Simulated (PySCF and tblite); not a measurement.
Values are calculated unless marked as measured or tabulated.
Stationary points of C₃H₅N at PBE0-D3(BJ)/def2-SVP, in Å:

Structure A

```
 1 C     1.226   -0.455    0.255
 2 C     0.378    0.119   -0.606
 3 C    -1.067    0.311   -0.360
 4 N    -1.679    0.339    0.753
 5 H     2.287   -0.570    0.021
 6 H     0.888   -0.844    1.222
 7 H     0.748    0.456   -1.581
 8 H    -1.678    0.452   -1.269
 9 H    -1.014    0.228    1.528
```

Structure B

```
 1 C     1.518    0.050   -0.023
 2 C     0.256   -0.378   -0.137
 3 C    -0.903    0.464    0.175
 4 N    -2.130    0.141    0.096
 5 H     2.369   -0.594   -0.260
 6 H     1.740    1.067    0.316
 7 H     0.045   -1.400   -0.478
 8 H    -0.666    1.488    0.516
 9 H    -2.217   -0.830   -0.230
```

Structure C

```
 1 C     1.413   -0.128    0.205
 2 C     0.277   -0.199   -0.490
 3 C    -0.961    0.549   -0.143
 4 N    -1.950    0.101    0.513
 5 H     2.291   -0.713   -0.080
 6 H     1.505    0.515    1.086
 7 H     0.219   -0.846   -1.376
 8 H    -1.023    1.592   -0.505
 9 H    -1.770   -0.873    0.789
```

Geometries: PBE0-D3(BJ)/def2-SVP; energies: B3LYP/pcSseg-1 + D3(BJ); zero-point and thermal terms from GFN2-xTB harmonic modes (soft modes blended into free rotors).

**Question.** Which structure is a saddle point, and along which motion?

**Answer.** C: one imaginary mode (159i cm⁻¹ at GFN2-xTB, mostly on H8, H7, H9), along the rotation about the C2–C3 bond (torsion C1–C2–C3–N4 from -180° to 21°, rising).

**Question.** Give their symmetry and energies above the lowest.

**Answer.** A C1, 2.9 kcal/mol; B Cs, 0.0 kcal/mol; C C1, 6.5 kcal/mol.
